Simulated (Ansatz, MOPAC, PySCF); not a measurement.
Process, species as SMILES: C[C@H]1CO1 + 4 [H][H] (H2) -> 3 C (CH4) + O (H2O)

Wanted: energy of full hydrogenation (enthalpy at 298 K), in kcal/mol. Terms: six Cartesian d functions in 6-31G* and its kin unless marked 5d; no spin-orbit coupling; valence correlation only; non-relativistic; dispersion terms only where a functional's name holds one. CBS marks a two-point X^-3 extrapolation of the correlation energy; Hartree-Fock from the larger set. The bracket is a focal-point correction in the basis named. First-principles rows: single points at B3LYP-D3(BJ) geometries (Ansatz, a program for electronic structure), with unscaled harmonic terms from B3LYP/6-31G* at its own minima. Semi-empirical rows: MOPAC heats of formation at their own minima for 298 K.

```
species      coefficient  E at HF/6-31G* (Ansatz), Eh  E at M06-2X/def2-TZVPD (PySCF), Eh  H(298 K) - E, kcal/mol  heat of formation at AM1 (MOPAC), kcal/mol
-----------  -----------  ---------------------------  ----------------------------------  ----------------------  ------------------------------------------
C[C@H]1CO1            -1                   -191.90846                          -193.09921                   57.27                                      -15.75
[H][H] (H2)           -4                     -1.12669                            -1.16852                    8.44                                       -5.18
C (CH4)               +3                    -40.19509                           -40.50048                   30.76                                       -8.79
O (H2O)               +1                    -76.01026                           -76.42916                   15.65                                      -59.25
```

Coupled cluster (Ansatz) is a level with limits of its own, used here on species with T1 under 0.025 (0.045 for open shells) and stable references: RI-MP2/CBS(aug-cc-pVTZ,aug-cc-pVQZ)+[CCSD(T)-MP2]/aug-cc-pVTZ. Value to compare with, RI-MP2/CBS(aug-cc-pVTZ,aug-cc-pVQZ)+[CCSD(T)-MP2]/aug-cc-pVTZ (Ansatz): -88.4 kcal/mol. 1 Eh = 627.5095 kcal/mol.

Compute it at each level from the table, and compare with RI-MP2/CBS(aug-cc-pVTZ,aug-cc-pVQZ)+[CCSD(T)-MP2]/aug-cc-pVTZ (Ansatz).


- HF/6-31G*: the sum of coefficient times E is -0.18031 Eh, or -113.15 kcal/mol; the thermal terms add 16.90. Result: -96.2 kcal/mol. Its difference against RI-MP2/CBS(aug-cc-pVTZ,aug-cc-pVQZ)+[CCSD(T)-MP2]/aug-cc-pVTZ (Ansatz) is -7.8 kcal/mol.
- M06-2X/def2-TZVPD: the sum of coefficient times E is -0.15731 Eh, or -98.71 kcal/mol; the thermal terms add 16.90. Result: -81.8 kcal/mol. Its difference against RI-MP2/CBS(aug-cc-pVTZ,aug-cc-pVQZ)+[CCSD(T)-MP2]/aug-cc-pVTZ (Ansatz) is 6.6 kcal/mol.
- AM1: the sum of coefficient times heat of formation is -49.15 kcal/mol; it needs no thermal term. Its difference against RI-MP2/CBS(aug-cc-pVTZ,aug-cc-pVQZ)+[CCSD(T)-MP2]/aug-cc-pVTZ (Ansatz) is 39.3 kcal/mol.
